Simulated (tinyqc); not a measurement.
Worked calculation: CCSD on RHF in the sto-3g basis, for HF, spin multiplicity 1. One step of it, computed by the program tinyqc.

Problem. CCSD: starting amplitudes. t_ij^ab = <ij||ab> / (e_i + e_j - e_a - e_b), whose energy is MP2.

orbital energies (hartree): MO1 -25.916911, MO2 -1.429111, MO3 -0.526567, MO4 -0.462078, MO5 -0.462078, MO6 0.456131

Two-electron integrals over orbitals (pq|rs), unique and non-zero (hartree):
```
(11|11) 5.363742    (21|11) -0.515637   (21|21) 0.078213    (22|11) 1.220049
(22|21) -0.021716   (22|22) 0.863957    (31|11) 0.125493    (31|21) -0.018060
(31|22) 0.009042    (31|31) 0.019395    (32|11) -0.134358   (32|21) 0.006510
(32|22) -0.039260   (32|31) 0.020726    (32|32) 0.146320    (33|11) 0.932872
(33|21) -0.009334   (33|22) 0.720088    (33|31) -0.003294   (33|32) -0.026575
(33|33) 0.711254    (41|41) 0.029560    (42|41) 0.039731    (42|42) 0.186230
(43|41) -0.008831   (43|42) -0.034382   (43|43) 0.039984    (44|11) 1.264019
(44|21) -0.014843   (44|22) 0.888282    (44|31) 0.003677    (44|32) -0.073208
(44|33) 0.709689    (44|44) 0.997514    (51|51) 0.029560    (52|51) 0.039731
(52|52) 0.186230    (53|51) -0.008831   (53|52) -0.034382   (53|53) 0.039984
(54|54) 0.053770    (55|11) 1.264019    (55|21) -0.014843   (55|22) 0.888282
(55|31) 0.003677    (55|32) -0.073208   (55|33) 0.709689    (55|44) 0.889973
(55|55) 0.997514    (61|11) 0.131287    (61|21) -0.021127   (61|22) 0.002043
(61|31) -0.010923   (61|32) -0.024135   (61|33) 0.008180    (61|44) 0.003725
(61|55) 0.003725    (61|61) 0.022125    (62|11) -0.191456   (62|21) 0.004698
(62|22) -0.104639   (62|31) -0.020039   (62|32) -0.065232   (62|33) -0.026722
(62|44) -0.102709   (62|55) -0.102709   (62|61) 0.017821    (62|62) 0.092832
(63|11) -0.395631   (63|21) 0.006735    (63|22) -0.208206   (63|31) 0.001760
(63|32) 0.089393    (63|33) -0.105377   (63|44) -0.225761   (63|55) -0.225761
(63|61) -0.005601   (63|62) 0.045786    (63|63) 0.209388    (64|41) -0.008527
(64|42) -0.034430   (64|43) -0.019539   (64|64) 0.030069    (65|51) -0.008527
(65|52) -0.034430   (65|53) -0.019539   (65|65) 0.030069    (66|11) 0.860554
(66|21) -0.009095   (66|22) 0.656992    (66|31) 0.012501    (66|32) 0.056367
(66|33) 0.660743    (66|44) 0.636674    (66|55) 0.636674    (66|61) -0.008409
(66|62) -0.060015   (66|63) -0.021186   (66|66) 0.693877
```

Give: Starting amplitudes; correlation energy.

Solution.

Starting amplitudes (spin orbitals 1a, 1b, ...; amplitudes related by a flip of all spins are not repeated):
```
from      to          t
3a 3b  6a 6b    -0.1065
2a 2b  6a 6b    -0.0246
5a 5b  6a 6b    -0.0164
4a 4b  6a 6b    -0.0164
2a 3b  6a 6b    -0.0160
1a 2b  6a 6b    -0.0006
1a 1b  6a 6b  -4.19e-04
1a 3b  6a 6b   2.05e-04
```

correlation energy = -0.027074 hartree
